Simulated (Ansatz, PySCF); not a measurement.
System: C2H6N, net charge 0, doublet state. It need not be the lowest isomer of its formula. 
Coordinates optimised at B3LYP-D3(BJ)/def2-TZVP (Ansatz, a first-principles code):
SMILES: C([NH])C
```xyz
9

C      1.1323    -0.4026     0.0357
C     -0.0608     0.5582     0.0396
N     -1.3458    -0.0877     0.0127
H      2.0718     0.1510     0.0859
H      1.0877    -1.0737     0.8947
H      1.1429    -1.0096    -0.8726
H      0.0072     1.2100    -0.8483
H     -0.0183     1.2183     0.9100
H     -1.2993    -0.8157    -0.7109
```
Charge 0, spin multiplicity 2.


Wanted: enthalpy of formation at 298 K (from the atomisation energy, B3LYP-D3(BJ)/def2-TZVP harmonic zero-point and thermal terms from PySCF, and the atoms' enthalpies of formation in the G2/97 table; no spin-orbit terms, and no core term in the frozen-core levels), in kJ/mol. Valence correlation only, unless marked. Open shells are spin-unrestricted. No spin-orbit coupling. No relativistic terms. The coupled-cluster limit lacks core correlation, which all-electron functionals hold. CBS marks a two-point X^-3 extrapolation of the correlation energy; Hartree-Fock from the larger set. The bracket is a focal-point correction in the basis named.

| level | program | enthalpy of formation at 298 K (kJ/mol) |
|---|---|---|
| HF/aug-cc-pVTZ | Ansatz | 1014.9 |
| revPBE/def2-TZVPD | Ansatz | 186.6 |
| TPSS/def2-TZVPD | PySCF | 116.1 |
| B3LYP-D3(BJ)/def2-TZVPD | Ansatz + dftd3 | 125.2 |

Question: Estimate the value at RI-MP2/CBS(cc-pVTZ,cc-pVQZ)+[CCSD(T)-MP2]/cc-pVTZ as computed with Ansatz.

Answer: 156.4 kJ/mol, so B3LYP-D3(BJ)/def2-TZVPD differs from it by -31.2 kJ/mol.
